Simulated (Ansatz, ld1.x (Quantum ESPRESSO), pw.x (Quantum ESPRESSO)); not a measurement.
hydrogen: does the ultrasoft potential hold in the solid?

ld1.x (Quantum ESPRESSO) 7.5 input, shortened:

```
&input
   title='H', zed=1., rel=1, dft='PBESOL', iswitch=3,
   config='1s1 2p-2'
 /
 &inputp
   pseudotype=3, tm=.true., lloc=-2, rcloc=1.40,
   nlcc=.false.,
   which_augfun='PSQ', rmatch_augfun_nc=.true.
 /
3
1S  1  0   1.00   0.00  1.50  1.60  0.0
1S  1  0   0.00   0.70  1.50  1.60  0.0
2P  2  1  -2.00   0.15  1.25  1.55  0.0
 &test
   configts(1)='1s1'
 /
```

Crystal test: bcc H in pw.x 7.5, no spin, 18³ k-points, Fermi–Dirac smearing 0.01 Ry, cutoffs 40/320 Ry. The reference is all-electron LAPW (Ansatz 0.2.0) with the same functional, mesh and smearing; V0 and B0 come from Birch–Murnaghan fits to the pressures at five volumes. Errors are pseudo minus all-electron; Δ is the rms difference of the E(V) curves that follow from these fits, minima aligned, over ±6 % about the mean V0. Mesh and smearing are coarse, so the numbers serve the comparison and aren't converged zero-temperature values; the lattice is a test structure that the element need not adopt.

All-electron: a0 = 1.799 Å (V0 = 2.91 Å³/atom), B0 = 114.0 GPa.

Q: How far does the potential miss the all-electron equation of state?

A: mean pressure error (GPa): +0.90; a0 (Å): 1.804; a0 error (%): +0.28; B0 error (%): -0.0; Δ (meV/atom): 0.6. The largest radius (1.60 bohr) exceeds half the bond length (1.48 bohr), so the spheres overlap, which is one possible source of error among others.

```
V (Å³/atom)  P all-electron (GPa)  P pseudo (GPa)
      2.828                  3.50            4.56
      2.903                  0.38            1.35
      2.977                 -2.42           -1.52
      3.051                 -4.93           -4.10
      3.126                 -7.19           -6.43
```

Q: At the middle volume, how do free energy and pressure move when the wave cutoff is lowered (ecutrho held at 320 Ry)?

A:

```csv
cutoff (Ry),shift of F (meV/atom),shift of P (GPa)
18,+3.8,-0.93
24,+0.8,-0.10
32,+0.2,-0.04
```

The run at the middle volume (195 k-points, 3 iterations) took about 0.7 s on one core of a shared host (Neoverse-V2, 96 threads, 742 GiB, load 35).
